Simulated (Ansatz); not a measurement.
**C3H4N2: a ladder of functionals and wavefunction methods**

An exercise on one series of results from a longer session: the logs are not shown, and one member is left open.

Method: functionals in def2-TZVPP, the program's frozen cores in correlated methods; program: Ansatz 0.2.0, Gaussian basis.

The runs, in order: LDA (SPW92), PBE-D4, revPBE-D4, BLYP-D4, r2SCAN-D4, B97M-V, PBE0-D4, B3LYP-D4, r2SCANh-D4, r2SCAN0-D4, HSE06-D4, BHLYP-D4, CAM-B3LYP-D4, LC-ωPBE, ωB97X-V, ωB97M-V, B2PLYP, PBE-QIDH; CCSD(T)/def2-SVP; CCSD(T)/def2-TZVPP; MP2/def2-QZVPP; extrapolation to the limit; RPA on PBE.

### The geometry

The geometry comes from an earlier relaxation with PBE0-D4 in a triple-zeta def2 set; it is a stationary point, not always the lowest conformer.

SMILES `NC1=C=CN1`, 9 atoms, charge 0, spin multiplicity 1.

Atoms are counted from 1 here; the program's logs count them from 0.

Bond lengths: N1–C2 1.319 Å, N1–H6 1.005 Å, N1–H7 1.006 Å, C2–C3 1.439 Å, C2–N5 1.421 Å, C3–C4 1.370 Å, C4–N5 1.495 Å, C4–H8 1.088 Å, N5–H9 1.028 Å. Angles: C2–N1–H6 122.4°, C2–N1–H7 118.2°, H6–N1–H7 119.4°, N1–C2–C3 130.7°, N1–C2–N5 124.1°, C3–C2–N5 103.2°, C2–C3–C4 75.6°, C3–C4–N5 102.9°, C3–C4–H8 135.3°, N5–C4–H8 121.1°, C2–N5–C4 72.3°, C2–N5–H9 112.7°, C4–N5–H9 115.1°.

The first run:

Contents of in.yaml:

```yaml
crystal:
  periodic: [false, false, false]
  atoms:
    - {symbol: N, position_ang: [-0.879036, 1.037280, -0.598032]}
    - {symbol: C, position_ang: [0.054775, 0.116668, -0.454376]}
    - {symbol: C, position_ang: [0.133677, -1.227362, -0.963146]}
    - {symbol: C, position_ang: [0.717222, -1.295586, 0.274382]}
    - {symbol: N, position_ang: [1.038938, 0.133693, 0.570332]}
    - {symbol: H, position_ang: [-0.887262, 1.884547, -0.057789]}
    - {symbol: H, position_ang: [-1.595828, 0.883495, -1.287059]}
    - {symbol: H, position_ang: [0.831766, -2.066456, 1.034210]}
    - {symbol: H, position_ang: [0.674347, 0.487420, 1.464477]}
basis:
  gaussian: {orbitals: def2-TZVPP}
hamiltonian: {xc: lda}
output: {orbitals: {seedname: orbitals}}
```

Launch:

```console
ansatz run in.yaml --threads 2 --pin off --events-out ev --progress --plain --max-ram 4352MiB
```

Among the steps run: LDA; PBE-D4 (GGA); revPBE-D4 (GGA); BLYP-D4 (GGA); r2SCAN-D4 (meta-GGA); B97M-V (meta-GGA); B3LYP-D4 (hybrid); r2SCANh-D4 (hybrid); r2SCAN0-D4 (hybrid); HSE06-D4 (hybrid); BHLYP-D4 (hybrid); CAM-B3LYP-D4 (range-separated); LC-ωPBE (range-separated); ωB97X-V (range-separated); ωB97M-V (range-separated); B2PLYP (double hybrid); PBE-QIDH (double hybrid).

One of the session's tables, all rows but one given; the rest of the session is left out.

It belongs to the step «Frontier levels by functional». 

```
  functional  HOMO (eV)  gap (eV)
 LDA (SPW92)      -4.57      2.42
      PBE-D4      -4.47      2.60
   revPBE-D4      -4.42      2.66
     BLYP-D4      -4.39      2.64
   r2SCAN-D4      -4.76      3.14
      B97M-V          ?         ?
     PBE0-D4      -5.83      5.02
    B3LYP-D4      -5.63      4.56
  r2SCANh-D4      -5.26      4.03
  r2SCAN0-D4      -6.03      5.36
    HSE06-D4      -5.43      4.23
    BHLYP-D4      -7.11      7.46
CAM-B3LYP-D4      -7.27      7.60
     LC-ωPBE      -8.64     10.16
     ωB97X-V      -8.29      9.77
     ωB97M-V      -8.20      9.57
```

**Question.** Estimate the row for B97M-V.

The run gave: HOMO (eV): -4.91; gap (eV): 3.41. In the column «HOMO (eV)» it lies between r2SCANh-D4 (-5.26) and r2SCAN-D4 (-4.76).
